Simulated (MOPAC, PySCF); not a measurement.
System: C2H4N (charge +1, singlet). SMILES: CC#[NH+]
Geometry: optimised at B3LYP-D3(BJ)/def2-TZVP (Ansatz).

Unscaled harmonic wavenumbers (cm⁻¹) in rising order, each level at the stationary point that it reaches from this structure (no distance between atoms moves by over 0.3 Å); the order of modes can differ between levels, and a negative number is imaginary. B3LYP-D3(BJ)/def2-TZVP (PySCF, at the structure above): 398, 398, 579, 579, 921, 1041, 1041, 1391, 1425, 1425, 2383, 3029, 3109, 3109, 3667.

PM3 (MOPAC): 413, 413, 716, 716, 951, 951, 1028, 1305, 1327, 1327, 2356, 3034, 3034, 3109, 3473. Zero-point energy 34.5 against 35.0 kcal/mol; where all levels lie over 400 cm⁻¹, the wavenumbers are on average 1.009 times those of B3LYP-D3(BJ)/def2-TZVP.

PM7 (MOPAC): 384, 384, 756, 756, 1056, 1056, 1095, 1177, 1177, 1306, 2358, 2572, 2572, 2691, 2761. Zero-point energy 31.6 against 35.0 kcal/mol; where all levels lie over 400 cm⁻¹, the wavenumbers are on average 0.977 times those of B3LYP-D3(BJ)/def2-TZVP.
